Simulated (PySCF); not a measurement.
phosphine (H3P), SMILES P. Atoms are numbered in the order given.

```xyz
4

P      0.0000     0.0000     0.1290
H     -1.0308    -0.5951    -0.6451
H      0.0000     1.1902    -0.6451
H      1.0308    -0.5951    -0.6451
```

Coordinates come from a PBE0-D3(BJ)/def2-TZVPD optimisation.

Two levels are set side by side: PBE/pcSseg-2 (PySCF) and PBE0/pcSseg-2 (PySCF). GIAO shifts against PH3 (³¹P), TMS (¹H) at the same level; non-relativistic, no solvent, atoms listed together averaged. Differences are taken from unrounded values.

| quantity | PBE0 |
|---|---|
| δ(³¹P) of P1 (ppm) | -1.2 |
| δ(¹H) of H2, H3, H4 (ppm) | 2.15 |

Question: What does PBE give, and how far is it from PBE0? (Estimate from the structure and the level; the computed values follow.)

Answer: 
```csv
quantity,PBE,PBE minus PBE0
δ(³¹P) of P1 (ppm),-1.2,0.0
"δ(¹H) of H2, H3, H4 (ppm)",2.06,-0.09
```

Rough cost on one machine, each run with all the roots and properties that it gave: PBE0 against PBE within a factor of 2.
